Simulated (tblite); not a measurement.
Compound: C5H9N.
Atom-mapped SMILES: `[CH3:1][CH2:2][CH2:3][C@H:4]1[CH:5]=[N:6]1` (hydrogens: H7, H8, H9 on C1; H10, H11 on C2; H12, H13 on C3; H14 on C4; H15 on C5)

Computed with GFN2-xTB (tblite), gas phase: Langevin dynamics at 400 K from the optimised GFN2-xTB geometry, time step 0.5 fs, friction 0.01 fs⁻¹, 2000 steps.

Start geometry:
```
atom  x, y, z in Å
C1     -2.162    0.441    0.258
C2     -0.738    0.475   -0.281
C3      0.132   -0.604    0.366
C4      1.535   -0.599   -0.194
C5      2.615    0.121    0.456
N6      2.665   -1.115    0.648
H7     -2.621   -0.525    0.061
H8     -2.770    1.211   -0.212
H9     -2.167    0.608    1.333
H10    -0.754    0.323   -1.362
H11    -0.299    1.458   -0.092
H12     0.174   -0.446    1.446
H13    -0.319   -1.584    0.189
H14     1.608   -0.800   -1.259
H15     3.095    1.044    0.677
```

The statistics below take the 31 frames saved every 25 fs from 250 to 1000 fs; their kinetic temperature (all 3N coordinates) averages 418 K.

Problem. How do the bond lengths spread?

Solution. 
```tsv
bond	start (Å)	mean (Å)	standard deviation (Å)	shortest (Å)	longest (Å)
C1–C2	1.523	1.529	0.031	1.479	1.612
C2–C3	1.530	1.552	0.034	1.472	1.622
C3–C4	1.510	1.527	0.034	1.459	1.583
C4–C5	1.452	1.441	0.033	1.363	1.512
C5=N6	1.253	1.262	0.021	1.223	1.301
C4–N6	1.501	1.500	0.026	1.455	1.546
C1–H7	1.088	1.088	0.024	1.045	1.134
C1–H8	1.087	1.091	0.044	1.011	1.211
C1–H9	1.088	1.095	0.037	1.023	1.177
C2–H10	1.092	1.098	0.036	1.029	1.180
C2–H11	1.093	1.096	0.032	1.033	1.147
C3–H12	1.093	1.102	0.038	1.010	1.194
C3–H13	1.093	1.101	0.027	1.057	1.164
C4–H14	1.087	1.091	0.030	1.029	1.161
C5–H15	1.063	1.066	0.027	1.019	1.110
```

Problem. Give the same statistics for bond angles, one of each kind among heavy atoms.

Solution. 
```tsv
angle	start (°)	mean (°)	standard deviation (°)	smallest (°)	largest (°)
C1–C2–C3	111.5	111.9	4.3	104.2	118.9
C2–C3–C4	111.6	111.5	3.8	101.1	117.3
C3–C4–C5	121.8	122.2	5.9	109.8	130.8
C3–C4–N6	119.3	119.6	6.2	106.7	131.2
C5–C4–N6	50.2	50.8	1.2	48.3	53.2
C4–C5–N6	67.0	67.1	1.3	64.7	69.9
C4–N6–C5	62.9	62.2	1.3	59.3	65.8
```

Problem. How far does each atom move about its mean position (frames aligned on the start, all atoms weighted alike), and what rms force does it feel?

Solution. 
```
atom  rms displacement (Å)  rms force (eV/Å)
  C1                  0.10              2.25
  C2                  0.16              2.25
  C3                  0.12              2.39
  C4                  0.11              2.35
  C5                  0.14              2.36
  N6                  0.18              1.80
  H7                  0.60              0.92
  H8                  0.63              1.50
  H9                  0.64              1.24
 H10                  0.35              1.37
 H11                  0.32              1.27
 H12                  0.26              1.24
 H13                  0.22              1.09
 H14                  0.26              1.13
 H15                  0.30              1.02
```

The displacements run from 0.10 to 0.64 Å, the largest at H9.

Problem. Follow the torsions C1–C2–C3–C4 and C2–C3–C4–C5 through every second one of these frames.

Solution. 
```csv
t (fs),C1–C2–C3–C4 (°),C2–C3–C4–C5 (°)
250,-161,129
300,-176,116
350,177,97
400,169,75
450,168,76
500,-168,73
550,-176,93
600,-178,94
650,-177,92
700,176,81
750,166,89
800,171,85
850,158,90
900,172,88
950,170,93
1000,-178,109
```

Largest departure from the start value over all these frames: C1–C2–C3–C4 20° (start 178°), C2–C3–C4–C5 35° (start 95°).

Problem. How widely does the potential energy scatter, against a harmonic estimate?

Solution. Mean 0.74 eV above the start, standard deviation 0.159 eV, range 0.39 to 1.07 eV. For 39 classical harmonic modes at 400 K the canonical values are 39kT/2 = 0.67 eV and kT·√(39/2) = 0.152 eV.

The run is classical and short, so these are rough statistics of one trajectory.

The cost below is that of the whole dynamics run. Time: 5.2 s; peak memory 0.18 GiB. Hardware: an AMD EPYC 9B45 with one thread (shared host).
